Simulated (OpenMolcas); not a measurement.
# BH3 (borane): levels of theory compared

Wanted: a comparison of 6 runs (B2PLYP/6-31G, M06-2X/6-31G, PBE/6-31G, PBE0/6-31G, CISD/6-31G, CCSD(T)/6-31G) of BH3 (borane). 

The calculation is run with OpenMolcas 26.06.

## 1. The structure to begin with

BH3 has 4 atoms, charge 0, and is taken as a singlet. As SMILES, `B`. The B1–H3 distance was set to 2.387 Å, away from the relaxed value. At this shape a bond of the SMILES string is far longer than usual.

Bond lengths: B1–H2 1.193 Å, B1–H4 1.193 Å. Angles: H2–B1–H4 120.0°.

## 2. A single-point energy at B2PLYP/6-31G (run 1)

File input.xyz:

```xyz
4

B      0.304003     1.141613    -0.053201
H      1.272303     1.538413     0.520699
H     -0.276200    -1.171800     0.043000
H     -0.374297     1.901613    -0.675001
```

File test.input:

```
>>> EXPORT MOLCAS_PRINT=2

&GATEWAY
  BasLib
  $CurrDir
  Coord
  input.xyz
  Basis
  6-31G
  Group
  NoSym

&SEWARD
  GridInput
  Grid=UltraFine
  End of Grid

&SCF
  KSDFT
  B2PLYP_SCF
  Thresholds
  1e-10 1e-07 1e-07 1e-05
  PrOrbitals
  1 1

&MBPT2
  Frozen
  1
```

The basis set 6-31G is read from a file made from the Basis Set Exchange's data (not shown).

Launch:

```console
$ export MOLCAS_MEM=1860
$ pymolcas test.input > test.log
```

Standard output:

```text
--- Start Module: gateway ---
[...]
--- Stop Module: gateway /rc=_RC_ALL_IS_WELL_ ---
[...]
      Basis functions           15
[...]
--- Start Module: scf ---
[...]
       Convergence after   9 Iterations
[...]
::    Total KS-DFT energy                             -26.3698900973
[...]
      Total spin, S                                     0.0000000000
[...]
      Total electronic charge=    8.000000
      Total            charge=   -0.000000
[...]
      Dipole Moment (debye):
      Origin of the operator (angstrom)=    0.2832    1.0585   -0.0497
                   X=  4.8919E-01               Y=  1.9504E+00               Z= -8.1200E-02           Total=  2.0125E+00
      Quadrupole Moment (debye*angstrom):
[...]
--- Stop Module: scf /rc=_RC_ALL_IS_WELL_ ---
[...]
--- Start Module: mbpt2 ---
[...]
 ###    WARNING: MP2 implementation intended for RHF references only         ###
 ###############################################################################
MBPT2 WARNING: Reference function according to RunFile:KS-DFT
I'll assume you know what you're doing and continue
WARNING!
Default frozen orbitals as non valence orbitals is overwritten by user input.
Default values:   1
[...]
       Reference weight ( Cref**2 )         =        0.90359
::    Total MBPT2 energy                              -26.4695157160
[...]
      Total MBPT2 calculations                           0.02      0.03
--- Stop Module: mbpt2 /rc=_RC_ALL_IS_WELL_ ---
[...]
```

It took 2.8 s on 1 thread of Arm Neoverse V2, shared host; peak memory 0.37 GiB.

## 3. A single-point energy at M06-2X/6-31G (run 2)

input.xyz is that of step 2.

File test.input:

```
&gateway
baslib=$CurrDir
coord=input.xyz
basis=6-31G
group=NoSym
&seward
gridinput
Grid=UltraFine
End of Grid
&scf
ksdft=M062X
thresholds=1e-10 1e-07 1e-07 1e-05
prorbitals=1 1
```

The basis set 6-31G is read from a file made from the Basis Set Exchange's data (not shown).

Launch:

```console
$ export MOLCAS_MEM=1860
$ pymolcas test.input > test.log
```

Standard output:

```text
--- Start Module: gateway ---
[...]
--- Stop Module: gateway /rc=_RC_ALL_IS_WELL_ ---
--- Start Module: seward ---
[...]
      Basis functions           15
--- Stop Module: seward /rc=_RC_ALL_IS_WELL_ ---
--- Start Module: scf ---
[...]
       Convergence after  10 Iterations
[...]
::    Total KS-DFT energy                             -26.4253421006
[...]
      Total spin, S                                     0.0000000000
[...]
      Total electronic charge=    8.000000
      Total            charge=   -0.000000
[...]
      Dipole Moment (debye):
      Origin of the operator (angstrom)=    0.2832    1.0585   -0.0497
                   X=  4.4387E-01               Y=  1.7697E+00               Z= -7.3676E-02           Total=  1.8260E+00
      Quadrupole Moment (debye*angstrom):
[...]
--- Stop Module: scf /rc=_RC_ALL_IS_WELL_ ---
[...]
```

It took 3.3 s on 1 thread of Arm Neoverse V2, shared host; peak memory 0.37 GiB.

Runs 3 to 4 aren't shown in full; the table further down has their settings and results.

## 4. A single-point energy at CISD/6-31G (run 5)

input.xyz is that of step 3.

File test.inp:

```
* BH3 CISD

&GATEWAY
 BasLib=$CurrDir
 Coord=input.xyz
 Basis=6-31G
 Group=NoSym

&SEWARD

&SCF
 Thresholds=1e-10 1e-07 1e-07 1e-05
 PrOrbitals=1 1

&MOTRA
 Frozen=1

&GUGA
 Electrons=6
 Spin=1
 Inactive=3
 Active=0
 CIAll=1

&CPF
 SDCI
```

The basis set 6-31G is read from a file made from the Basis Set Exchange's data (not shown).

Launch:

```console
$ export MOLCAS_MEM=1860
$ pymolcas test.inp > test.log
```

Standard output:

```text
--- Start Module: gateway ---
[...]
--- Stop Module: gateway /rc=_RC_ALL_IS_WELL_ ---
[...]
      Basis functions           15
[...]
       Convergence after  10 Iterations
[...]
::    Total SCF energy                                -26.2138620110
[...]
      Total spin, S                                     0.0000000000
[...]
      *** WARNING: Default frozen orbitals is overwritten by user input.
      *** Default values:   1
[...]
--- Start Module: guga ---
[...]
--- Stop Module: guga /rc=_RC_ALL_IS_WELL_ ---
--- Start Module: cpf ---
[...]
      Active orbitals                            0       0
[...]
      Spin quantum number                      0.0
[...]
     FINAL CI ENERGY           -26.31692335
     FINAL CORRELATION ENERGY   -0.10306134  REFERENCE ENERGY     -26.21386201
[...]
     REL. CI ENERGY            -26.31692335
[...]
      Total electronic charge=    8.000000
      Total            charge=    0.000000
[...]
      Dipole Moment (debye):
      Origin of the operator (angstrom)=    0.2832    1.0585   -0.0497
                   X=  3.0129E-01               Y=  1.2013E+00               Z= -5.0034E-02           Total=  1.2395E+00
      Quadrupole Moment (debye*angstrom):
[...]
--- Stop Module: cpf /rc=_RC_ALL_IS_WELL_ ---
[...]
```

Wall time 1.4 s (1 thread of Arm Neoverse V2, shared host); peak memory 0.37 GiB.

## 5. The energy at CCSD(T)/6-31G (run 6)

input.xyz is that of step 4.

File test.input:

```
* BH3 CCSD(T)
&gateway
baslib
$CurrDir
coord
input.xyz
basis
6-31G
group
NoSym
&seward
&scf
thresholds
1e-10 1e-07 1e-07 1e-05
prorbitals
1 1
&rasscf
fileorb
$Project.ScfOrb
spin
1
nactel
0 0 0
inactive
4
ras2
0
outorbitals
Canonical
orblisting
Nothing
&motra
jobiph
frozen
1
&ccsdt
cct
triples
2
iterations
80
accuracy
1e-08
extrapolation
5 4
```

The basis set 6-31G is read from a file made from the Basis Set Exchange's data (not shown).

Launch:

```console
$ export MOLCAS_MEM=1860
$ pymolcas test.input > test.log
```

Standard output:

```text
--- Start Module: gateway ---
[...]
--- Stop Module: gateway /rc=_RC_ALL_IS_WELL_ ---
[...]
      Basis functions           15
[...]
       Convergence after  10 Iterations
[...]
::    Total SCF energy                                -26.2138620110
[...]
      Total spin, S                                     0.0000000000
[...]
      Number of active orbitals                  0
[...]
      Spin quantum number                      0.0
[...]
      Active orbitals                            0
[...]
      Number of CSFs                             1
[...]
      Number of root(s) required                 1
[...]
      Convergence after  4 iterations
[...]
      Natural orbitals and occupation numbers for root  1
      ************************************************************************************************************************
      *                                                    Final results                                                     *
      ************************************************************************************************************************
[...]
::    RASSCF root number  1 Total energy:    -26.21386201
[...]
      Total electronic charge=    8.000000
      Total            charge=   -0.000000
[...]
      Dipole Moment (debye):
      Origin of the operator (angstrom)=    0.2832    1.0585   -0.0497
                   X=  5.6606E-01               Y=  2.2568E+00               Z= -9.3965E-02           Total=  2.3286E+00
      Quadrupole Moment (debye*angstrom):
[...]
--- Start Module: motra ---
[...]
      *** WARNING: Default frozen orbitals is overwritten by user input.
      *** Default values:   1
[...]
--- Stop Module: motra /rc=_RC_ALL_IS_WELL_ ---
--- Start Module: ccsdt ---
[...]
      Convergence after                    16  Iterations
      Total energy (diff) :     -26.32312490       0.00000001
[...]
 METHOD                       : CCSD+T(CCSD)+<T3(1)WT1> = CCSD(T)
[...]
       CCSD     =       -26.3231249023722
[...]
--- Stop Module: ccsdt /rc=_RC_ALL_IS_WELL_ ---
[...]
```

Wall time 1.8 s (1 thread of Arm Neoverse V2, shared host); peak memory 0.37 GiB.

## 6. Overview of the runs

| run | level | frozen core orbitals | integration grid | energy (Eh) | dipole moment (D) of the reference | HOMO energy (eV) | LUMO energy (eV) | wall time |
| --- | --- | --- | --- | --- | --- | --- | --- | --- |
| 1 | B2PLYP/6-31G | 1 | UltraFine | -26.396789 | 2.01 | -7.70 | -0.81 | 2.8 s |
| 2 | M06-2X/6-31G | – | UltraFine | -26.425342 | 1.83 | -7.77 | -1.23 | 3.3 s |
| 3 | PBE/6-31G | – | UltraFine | -26.400552 | 1.72 | -5.92 | -3.39 | 3.3 s |
| 4 | PBE0/6-31G | – | UltraFine | -26.402782 | 1.81 | -6.93 | -2.31 | 2.8 s |
| 5 | CISD/6-31G | 1 | – | -26.316923 | 2.33 | -9.04 | 1.52 | 1.4 s |
| 6 | CCSD(T)/6-31G | 1 | – | -26.326347 | 2.33 | -9.04 | 1.52 | 1.8 s |

## 7. Outcome

| quantity | value |
| --- | --- |
| run 6: total energy | -26.32635 Eh |
| run 6: dipole moment (mean-field density) | 2.33 D |
| run 6: HOMO energy (Hartree–Fock orbitals) | -9.04 eV |
| run 6: LUMO energy (Hartree–Fock orbitals) | 1.52 eV |
| run 6: HOMO–LUMO gap (Hartree–Fock orbitals) | 10.56 eV |
| run 6: correlation energy (1 core orbital frozen) | -112.5 mEh |
| run 6: (T) correction | -3.22 mEh |

What this shows: Over runs 1, 2, 3, 4 the dipole moment (its size) runs from 1.72 D (PBE/6-31G) to 2.01 D (B2PLYP/6-31G). A double hybrid's value is that of its SCF part. Over runs 1, 2, 3, 4 the HOMO–LUMO gap runs from 2.53 eV (PBE/6-31G) to 6.88 eV (B2PLYP/6-31G). For B2PLYP the log adds the whole second-order term; the table takes 0.27 of it, as the functional is defined. Totals of different functionals can't be ranked against each other. All runs together took 15 s, the longest 3.3 s.
